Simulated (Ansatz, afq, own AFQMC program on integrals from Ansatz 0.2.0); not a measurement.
Where AFQMC and coupled cluster stand for As, quartet

A free As atom.

Basis cc-pVQZ. Noble-gas cores (and the filled d shells of Ga–Kr and In–Xe) are frozen. Ansatz 0.2.0 and our own AFQMC program on the same integrals; the CISD trial comes from CCSD amplitudes, and released means the phaseless constraint is let go. Free AFQMC starts from the CCSD state and is never constrained. Its projection time is finite, and what remains of the start isn't in its error. Error bars are statistical, one sigma. No spin–orbit coupling.

Determinant: UHF, the one that the program's search chose, which needn't be the lowest solution.

Full CI on the same integrals is exact in this basis and with this determinant's frozen core.

Cautions: no relativity below Rb; no spin-orbit coupling; inner d shell frozen.

- T1 diagnostic: 0.0036
- weight of the determinant in the CISD state: 0.946
- ⟨S²⟩ of the determinant: 3.751
- size of the correlated space: 5 electrons in 54 orbitals

```
  level  correlation energy (eV)
    MP2                  -2.0854
   CCSD                  -2.4311
CCSD(T)                  -2.5233
```

Question: Estimate where phaseless AFQMC with the Hartree–Fock trial lies against CCSD(T) on the same integrals.

Answer: 0.05 ± 0.26 kcal/mol below CCSD(T). The gap is under twice the noise, so this walk alone can't tell the two apart.

Reference: full CI, correlation energy -2.542 eV. The released energy is read at 1.50 1/Eh (meV from the phaseless value at times in 1/Eh: -0.8 ± 0.8 at 0.24, -0.6 ± 0.8 at 0.50, -1.1 ± 0.6 at 1.00, -1.6 ± 0.6 at 1.50).

```csv
level,E − E(reference) (kcal/mol),share of correlation (%)
CCSD(T),0.42,99.29
CCSDT,0.07,99.88
CCSDT(Q),0.01,99.98
ph-AFQMC/HF,0.36 ± 0.26,99.38
ph-AFQMC/CISD,0.05 ± 0.03,99.91
released AFQMC,0.01 ± 0.01,99.98
free AFQMC,0.02 ± 0.02,99.97
```

CCSDT and higher add their correlation energy to the determinant of the CCSD(T) run, since their own runs factorise the integrals more tightly (a shift of under 2 meV). Free projections are given only where their last times agree within the noise and don't stop above the reference; a slow remainder of the start can still hide under it. A walk keeps the symmetry of its determinant, which the program's search chose and which needn't be the lowest solution, so a lower state of the same spin and another symmetry isn't excluded. Released energies are given only where the last usable release times agree within the noise; a slower fall can still hide under it.
